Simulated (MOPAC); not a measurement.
MOPAC input (AM1):

```
AM1 PRECISE GNORM=0.05 LET XYZ GEO-OK AUX(PRECISION=9) THREADS=1
C5H8

C     0.00000000 1   -0.00000000 1    0.00000000 1
C    -0.00417723 1    0.75450823 1    1.26976351 1
C    -0.00404543 1   -0.77165127 1    1.25941949 1
C     0.76720458 1    0.00862060 1   -1.26211027 1
C    -0.75898192 1    0.00852243 1   -1.26707274 1
H    -0.91665785 1    1.25361755 1    1.57173539 1
H     0.90625614 1    1.25373480 1    1.57766269 1
H    -0.91643948 1   -1.27496555 1    1.55459713 1
H     0.90647452 1   -1.27484830 1    1.56052443 1
H     1.26948429 1   -0.90074418 1   -1.56819650 1
H     1.26932686 1    0.92213758 1   -1.55584135 1
H    -1.25914353 1   -0.90090683 1   -1.57641846 1
H    -1.25930095 1    0.92197493 1   -1.56406331 1
```

Output:

```
 *******************************************************************************
 **                                                                           **
 **                              MOPAC v23.2.5                                **
 **                                                                           **
 *******************************************************************************
 ** MOPAC's Digital Object Identifier: https://doi.org/10.5281/zenodo.6511958 **
 **                                                                           **
 ** Please cite the open-source release paper for use of this MOPAC version:  **
 ** J. E. Moussa and J. J. P. Stewart (2026)                                  **
 ** MOPAC: An open-source semiempirical molecular orbital program             **
 ** J. Open Source Softw., 11(119), 8025, https://doi.org/10.21105/joss.08025 **
 *******************************************************************************

                              AM1 CALCULATION RESULTS

 *******************************************************************************
 *  AM1        - The AM1 Hamiltonian to be used
 *  GEO-OK     - OVERRIDE INTERATOMIC DISTANCE AND OTHER SAFETY CHECKS
 *  LET        - OVERRIDE SOME SAFETY CHECKS
 *  PRECISE    - TIGHTER CRITERIA TO BE USED
 *  XYZ        - CARTESIAN COORDINATE SYSTEM TO BE USED
 *  GNORM      - EXIT WHEN GRADIENT NORM DROPS BELOW 0.050
 *  AUX        - OUTPUT AUXILIARY INFORMATION
 *******************************************************************************
AM1 PRECISE GNORM=0.05 LET XYZ GEO-OK AUX(PRECISION=9) THREADS=1
 C5H8

   ATOM   CHEMICAL          X               Y               Z
  NUMBER   SYMBOL      (ANGSTROMS)     (ANGSTROMS)     (ANGSTROMS)

     1       C          0.00000000  *  -0.00000000  *   0.00000000  *
     2       C         -0.00417723  *   0.75450823  *   1.26976351  *
     3       C         -0.00404543  *  -0.77165127  *   1.25941949  *
     4       C          0.76720458  *   0.00862060  *  -1.26211027  *
     5       C         -0.75898192  *   0.00852243  *  -1.26707274  *
     6       H         -0.91665785  *   1.25361755  *   1.57173539  *
     7       H          0.90625614  *   1.25373480  *   1.57766269  *
     8       H         -0.91643948  *  -1.27496555  *   1.55459713  *
     9       H          0.90647452  *  -1.27484830  *   1.56052443  *
    10       H          1.26948429  *  -0.90074418  *  -1.56819650  *
    11       H          1.26932686  *   0.92213758  *  -1.55584135  *
    12       H         -1.25914353  *  -0.90090683  *  -1.57641846  *
    13       H         -1.25930095  *   0.92197493  *  -1.56406331  *

          CARTESIAN COORDINATES

    NO.       ATOM           X           Y           Z

     1         C          0.0000     -0.0000      0.0000
     2         C         -0.0042      0.7545      1.2698
     3         C         -0.0040     -0.7717      1.2594
     4         C          0.7672      0.0086     -1.2621
     5         C         -0.7590      0.0085     -1.2671
     6         H         -0.9167      1.2536      1.5717
     7         H          0.9063      1.2537      1.5777
     8         H         -0.9164     -1.2750      1.5546
     9         H          0.9065     -1.2748      1.5605
    10         H          1.2695     -0.9007     -1.5682
    11         H          1.2693      0.9221     -1.5558
    12         H         -1.2591     -0.9009     -1.5764
    13         H         -1.2593      0.9220     -1.5641

  H: (AM1): M.J.S. DEWAR ET AL, J. AM. CHEM. SOC. 107 3902-3909 (1985)
  C: (AM1): M.J.S. DEWAR ET AL, J. AM. CHEM. SOC. 107 3902-3909 (1985)

           Empirical Formula: C5 H8  =    13 atoms

      MOLECULAR POINT GROUP   :   D2d

      RHF CALCULATION, NO. OF DOUBLY OCCUPIED LEVELS = 14

          Geometry optimization using EF

          DIAGONAL MATRIX USED AS START HESSIAN

 CYCLE:     1  GRAD.:    76.574 HEAT:  52.55925
 CYCLE:     2  GRAD.:   442.253 HEAT:  81.65825
 CYCLE:     3  GRAD.:   102.333 HEAT:  58.53561
 CYCLE:     4  GRAD.:    93.449 HEAT:  52.55822
 CYCLE:     5  GRAD.:    37.612 HEAT:  51.25830
 CYCLE:     6  GRAD.:    52.631 HEAT:  51.74080
 CYCLE:     7  GRAD.:     5.703 HEAT:  50.39612
 CYCLE:     8  GRAD.:    29.096 HEAT:  50.49898
 CYCLE:     9  GRAD.:     4.809 HEAT:  50.39441
 CYCLE:    10  GRAD.:     3.720 HEAT:  50.39268
 CYCLE:    11  GRAD.:     4.455 HEAT:  50.39538
 CYCLE:    12  GRAD.:     5.619 HEAT:  50.39657
 CYCLE:    13  GRAD.:     3.404 HEAT:  50.39277
 CYCLE:    14  GRAD.:    14.928 HEAT:  50.44372
 CYCLE:    15  GRAD.:     0.705 HEAT:  50.38981
 CYCLE:    16  GRAD.:     3.139 HEAT:  50.39263
 CYCLE:    17  GRAD.:     0.647 HEAT:  50.38984
 CYCLE:    18  GRAD.:     1.758 HEAT:  50.39147
 CYCLE:    19  GRAD.:     0.524 HEAT:  50.38972
 CYCLE:    20  GRAD.:     3.474 HEAT:  50.39335
 CYCLE:    21  GRAD.:     0.123 HEAT:  50.38964
 CYCLE:    22  GRAD.:     0.787 HEAT:  50.38981
 CYCLE:    23  GRAD.:     0.018 HEAT:  50.38964

     GRADIENT =  0.01833 IS LESS THAN CUTOFF =  0.05000

 -------------------------------------------------------------------------------
 AM1 PRECISE GNORM=0.05 LET XYZ GEO-OK AUX(PRECISION=9) THREADS=1
 C5H8

     GEOMETRY OPTIMISED USING EIGENVECTOR FOLLOWING (EF).
     SCF FIELD WAS ACHIEVED

                              AM1 CALCULATION
                                                       MOPAC v23.2.5 Linux

          FINAL HEAT OF FORMATION =         50.38964 KCAL/MOL =     210.83025 KJ/MOL

          COSMO AREA              =        118.86 SQUARE ANGSTROMS
          COSMO VOLUME            =        105.64 CUBIC ANGSTROMS

          GRADIENT NORM           =          0.01833          =       0.00508 PER ATOM
          IONIZATION POTENTIAL    =         11.022011 EV
          HOMO LUMO ENERGIES (EV) =        -11.022  2.901
          NO. OF FILLED LEVELS    =         14
          MOLECULAR WEIGHT        =         68.1182         POINT GROUP:  D2d

          MOLECULAR DIMENSIONS (Angstroms)

            Atom       Atom       Distance
            H    13    H     9     4.43976
            H    10    H     6     4.43948
            H    11    H     8     3.12178

          SCF CALCULATIONS        =         24

   ATOM   CHEMICAL          X               Y               Z
  NUMBER   SYMBOL      (ANGSTROMS)     (ANGSTROMS)     (ANGSTROMS)

     1       C         -0.00000001  *   0.00000959  *   0.00000179  *
     2       C         -0.00420585  *   0.74489565  *   1.27912504  *
     3       C         -0.00407803  *  -0.76217085  *   1.26891468  *
     4       C          0.75768576  *   0.00868446  *  -1.27157087  *
     5       C         -0.74940049  *   0.00858537  *  -1.27647158  *
     6       H         -0.92125543  *   1.28061949  *   1.58417658  *
     7       H          0.91077324  *   1.28073325  *   1.59013128  *
     8       H         -0.92104460  *  -1.30213438  *   1.56666917  *
     9       H          0.91100070  *  -1.30201989  *   1.57262275  *
    10       H          1.29661340  *  -0.90521951  *  -1.58040543  *
    11       H          1.29644818  *   0.92678396  *  -1.56799216  *
    12       H         -1.28618904  *  -0.90539191  *  -1.58880521  *
    13       H         -1.28635116  *   0.92661441  *  -1.57639371  *

                             CARTESIAN COORDINATES

   1    C       -0.000000014     0.000009586     0.000001791
   2    C       -0.004205852     0.744895653     1.279125036
   3    C       -0.004078034    -0.762170852     1.268914677
   4    C        0.757685763     0.008684462    -1.271570873
   5    C       -0.749400495     0.008585366    -1.276471582
   6    H       -0.921255432     1.280619491     1.584176577
   7    H        0.910773243     1.280733246     1.590131283
   8    H       -0.921044605    -1.302134383     1.566669169
   9    H        0.911000702    -1.302019890     1.572622753
  10    H        1.296613398    -0.905219512    -1.580405432
  11    H        1.296448177     0.926783963    -1.567992161
  12    H       -1.286189040    -0.905391910    -1.588805210
  13    H       -1.286351165     0.926614411    -1.576393709

           Empirical Formula: C5 H8  =    13 atoms

      MOLECULAR POINT GROUP   :   D2d

                  EIGENVALUES
 -40.07491 -33.55035 -23.34231 -23.34227 -20.11667 -15.95839 -15.88563 -15.88562
 -12.78903 -12.34789 -12.08853 -11.06897 -11.02205 -11.02201   2.90124   2.90125
   3.81304   3.96006   3.96009   4.65566   4.71709   4.71710   4.81225   4.81227
   4.94672   5.02354   5.08491   5.14160

              NET ATOMIC CHARGES AND DIPOLE CONTRIBUTIONS

  ATOM NO.   TYPE          CHARGE      No. of ELECS.   s-Pop       p-Pop
    1          C          -0.193068        4.1931     1.17744     3.01562
    2          C          -0.171515        4.1715     1.21675     2.95476
    3          C          -0.171521        4.1715     1.21676     2.95476
    4          C          -0.171517        4.1715     1.21676     2.95476
    5          C          -0.171518        4.1715     1.21676     2.95476
    6          H           0.109892        0.8901     0.89011
    7          H           0.109892        0.8901     0.89011
    8          H           0.109893        0.8901     0.89011
    9          H           0.109893        0.8901     0.89011
   10          H           0.109893        0.8901     0.89011
   11          H           0.109892        0.8901     0.89011
   12          H           0.109893        0.8901     0.89011
   13          H           0.109892        0.8901     0.89011
 DIPOLE           X         Y         Z       TOTAL
 POINT-CHG.    -0.000    -0.000    -0.000     0.000
 HYBRID        -0.000     0.000     0.000     0.000
 SUM           -0.000    -0.000    -0.000     0.000

          ATOMIC ORBITAL ELECTRON POPULATIONS

     Atom    s        px        py        pz
    1  C   1.17744   1.07645   1.07644   0.86273
    2  C   1.21675   1.03321   0.94324   0.97832
    3  C   1.21676   1.03320   0.94159   0.97997
    4  C   1.21676   0.94201   1.03320   0.97954
    5  C   1.21676   0.94281   1.03320   0.97875
    6  H   0.89011
    7  H   0.89011
    8  H   0.89011
    9  H   0.89011
   10  H   0.89011
   11  H   0.89011
   12  H   0.89011
   13  H   0.89011

 **********************
 *                    *
 * JOB ENDED NORMALLY *
 *                    *
 **********************

 == MOPAC DONE ==
```

The geometry given is a B3LYP-D3(BJ)/def2-TZVP minimum.
